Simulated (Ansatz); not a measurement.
Ga, doublet: the ladder up to full CI

A free Ga atom.

Basis cc-pVDZ; Ansatz 0.2.0. Only valence electrons are correlated (noble-gas cores and the filled d shells of p-block atoms frozen), which leaves 3 electrons in 13 orbitals. R marks a restricted (for open shells ROHF) determinant. No spin–orbit coupling is included, and no scalar relativity.

Full CI is exact within this basis and frozen core; it isn't the basis-set limit.

```
UHF ⟨S²⟩                          : 0.760
T1 diagnostic (RCCSD)             : 0.0223
largest doubles amplitude (RCCSD) : 0.096
```

Question: From what is known of these methods and the diagnostics, rank them by the size of their error in total energy against full CI in cc-pVDZ, smallest first (an estimate: the text doesn't fix the numbers).
A. RHF
B. RMP2
C. RCCSD(T)
D. RCCSD

Answer: C (0.6 kJ/mol), D (2.2 kJ/mol), B (40.4 kJ/mol), A (123.5 kJ/mol).

All errors are against full CI in cc-pVDZ. Within each family the higher level lies nearer, as is usual though not guaranteed.

Natural occupations of full CI about the gap: 1.905 0.985 0.037 0.037 0.009 0.007 0.007 0.006 0.004 0.000; effectively unpaired electrons, Σ n²(2−n)², 1.04.
